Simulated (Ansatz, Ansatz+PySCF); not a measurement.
```xyz
5

C     0.0000    0.0000   -0.4674
O     0.0000    0.0000    0.7189
H     0.0000   -0.9481   -0.9823
H    -0.8211    0.4741   -0.9823
H     0.8211    0.4741   -0.9823
```

RHF-MP2 on singlet CH3O(-) was run in several spherical basis sets with Ansatz (development build ahead of 0.2.0). Frozen core: 2 orbitals. Caution: no diffuse functions for an anion. Caution for RHF-MP2: no unrestricted run beside it, a lower state can exist.

Problem. Rank the basis sets by the total energy that they give, lowest first, with the distance from the lowest.
A. def2-TZVP
B. cc-pVTZ
C. cc-pVDZ
D. def2-SVP
E. 6-31G(d)

Solution. B (0.00 eV), A (0.07 eV), C (4.05 eV), E (5.14 eV), D (6.58 eV).

Totals follow the description of the cores as much as that of the bonds, so this order isn't one of quality for chemistry.
